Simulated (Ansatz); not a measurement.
Geometry optimisation, RKS BLYP-D4/def2-SVP in Ansatz 0.2.0.

Input:

```yaml
crystal:
  periodic: [false, false, false]
  atoms:
    - { symbol: B, position_ang: [-0.131701, 0.442719, -0.537185] }
    - { symbol: "N", position_ang: [-0.067574, 0.045908, 2.170571] }
    - { symbol: H, position_ang: [-0.853942, -0.191153, 2.789474] }
    - { symbol: H, position_ang: [0.796865, 0.020306, 2.728015] }
    - { symbol: H, position_ang: [0.945819, 0.001704, -0.853622] }
    - { symbol: Cl, position_ang: [-1.582676, -0.381733, -1.119242] }
    - { symbol: H, position_ang: [-0.274417, 1.485933, 0.036638] }
    - { symbol: H, position_ang: [-0.203073, 1.030117, 1.850751] }
basis:
  gaussian: { orbitals: def2-SVP }
hamiltonian:
  xc: blyp
  dispersion: d4
relax:
  f_tol: 0.03
  max_steps: 50
```

Command:

```bash
$ ansatz run input.yaml --threads 2 --pin off --max-ram 3072MiB --backend cpu --events-out ev --progress --plain --runs-dir out
```

Task: Where does it end, and by what steps?

Result: It converged. The force dipped under the threshold on the way, but the program's further checks kept it going. After 24 steps the energy has fallen by 1.104 eV; H3 moved furthest, 1.06 Å. Joined: B1–N2 (2.74 → 1.65 Å).

```csv
step,energy less start (eV),largest force component (eV/Å),accepted
0,0.0000,0.572,yes
1,-0.1008,0.982,yes
2,-0.2510,1.880,yes
3,-0.5192,1.649,yes
4,-0.8804,0.852,yes
5,-0.9113,2.171,yes
6,-1.0170,0.213,yes
7,-1.0239,0.239,yes
8,-1.0315,0.038,yes
9,-1.0317,0.012,yes
10,-1.0317,0.002,yes
11,-1.0317,0.001,yes
12,-1.0318,0.029,yes
13,-1.0320,0.049,yes
14,-1.0327,0.092,yes
15,-1.0342,0.138,yes
16,-1.0370,0.176,yes
17,-1.0414,0.201,yes
18,-1.0407,0.777,no
19,-1.0564,0.130,yes
20,-1.0703,0.225,yes
21,-1.0751,0.624,yes
22,-1.0434,0.512,no
23,-1.0981,0.165,yes
24,-1.1037,0.007,yes
```

```xyz
8
Properties=species:S:1:pos:R:3
B -0.068 0.404 0.059
N -0.098 0.266 1.706
H -0.391 -0.686 1.978
H 0.826 0.457 2.128
H 0.784 -0.387 -0.314
Cl -1.806 -0.103 -0.444
H 0.166 1.582 -0.164
H -0.784 0.919 2.117
```

Time of the run: 45 s on 2 threads of Intel(R) Xeon(R) Platinum 8259CL CPU @ 2.50GHz (Skylake/Cascade Lake), with other jobs on the host, peak memory 0.16 GiB.
